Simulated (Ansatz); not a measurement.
**C2H5N: up Jacob's ladder to CCSD(T)**

An exercise on one series of results from a longer session: the logs are not shown, and one member is left open.

Computed with Ansatz 0.2.0, Gaussian basis. Level: functionals in def2-TZVPP, the program's frozen cores in correlated methods.

The runs, in order: LDA (SPW92), PBE-D4, revPBE-D4, BLYP-D4, r2SCAN-D4, B97M-V, PBE0-D4, B3LYP-D4, r2SCANh-D4, r2SCAN0-D4, HSE06-D4, BHLYP-D4, CAM-B3LYP-D4, LC-ωPBE, ωB97X-V, ωB97M-V, B2PLYP, PBE-QIDH; CCSD(T)/def2-SVP; CCSD(T)/def2-TZVPP; MP2/def2-QZVPP; extrapolation to the limit; RPA on PBE.

### Structure used throughout

All runs share one geometry, relaxed beforehand with PBE0-D4 in a triple-zeta def2 set.

SMILES `C=NC`, 8 atoms, charge 0, spin multiplicity 1.

Atoms are counted from 1 here; the program's logs count them from 0.

Bond lengths: C1–N2 1.257 Å, C1–H4 1.100 Å, C1–H5 1.090 Å, N2–C3 1.439 Å, C3–H6 1.100 Å, C3–H7 1.093 Å, C3–H8 1.093 Å. Angles: N2–C1–H4 123.2°, N2–C1–H5 119.4°, H4–C1–H5 117.3°, C1–N2–C3 117.9°, N2–C3–H6 113.7°, N2–C3–H7 109.0°, N2–C3–H8 109.1°, H6–C3–H7 109.1°, H6–C3–H8 109.1°, H7–C3–H8 106.7°.

Set-up of the first run:

The input, in.yaml:

```yaml
crystal:
  periodic: [false, false, false]
  atoms:
    - {symbol: C, position_ang: [-0.710317, 0.748610, -0.789330]}
    - {symbol: N, position_ang: [0.446016, 0.313396, -0.558392]}
    - {symbol: C, position_ang: [0.623745, -0.564042, 0.568128]}
    - {symbol: H, position_ang: [-1.585238, 0.492246, -0.173893]}
    - {symbol: H, position_ang: [-0.872636, 1.413764, -1.636931]}
    - {symbol: H, position_ang: [-0.302901, -0.759241, 1.127713]}
    - {symbol: H, position_ang: [1.036219, -1.514106, 0.217977]}
    - {symbol: H, position_ang: [1.365122, -0.130637, 1.244728]}
basis:
  gaussian: {orbitals: def2-TZVPP}
hamiltonian: {xc: lda}
output: {orbitals: {seedname: orbitals}}
```

Among the steps run: LDA; PBE-D4 (GGA); revPBE-D4 (GGA); BLYP-D4 (GGA); r2SCAN-D4 (meta-GGA); B97M-V (meta-GGA); PBE0-D4 (hybrid); B3LYP-D4 (hybrid); r2SCANh-D4 (hybrid); r2SCAN0-D4 (hybrid); HSE06-D4 (hybrid); BHLYP-D4 (hybrid); CAM-B3LYP-D4 (range-separated); LC-ωPBE-D4 (range-separated; the results give it without D4); ωB97X-V (range-separated); ωB97M-V (range-separated); B2PLYP (double hybrid); PBE-QIDH (double hybrid).

One of the session's tables, all rows but one given; the rest of the session is left out.

It belongs to the step «Orbital energies across the functionals». 

```
  functional  HOMO (eV)  gap (eV)
 LDA (SPW92)      -5.93      4.28
      PBE-D4      -5.86      4.44
   revPBE-D4      -5.82      4.49
     BLYP-D4      -5.78      4.48
   r2SCAN-D4      -6.16      5.00
      B97M-V      -6.37      5.28
     PBE0-D4      -7.35      7.08
    B3LYP-D4      -7.13      6.58
  r2SCANh-D4      -6.72      5.97
  r2SCAN0-D4      -7.56      7.44
    HSE06-D4      -6.94      6.29
    BHLYP-D4      -8.81      9.74
CAM-B3LYP-D4      -8.80      9.71
     LC-ωPBE     -10.12     12.30
     ωB97X-V          ?         ?
     ωB97M-V      -9.74     11.70
```

Estimate the missing values for ωB97X-V.

**Answer.** HOMO (eV): -9.81; gap (eV): 11.90. In the column «HOMO (eV)» it lies between LC-ωPBE (-10.12) and ωB97M-V (-9.74).
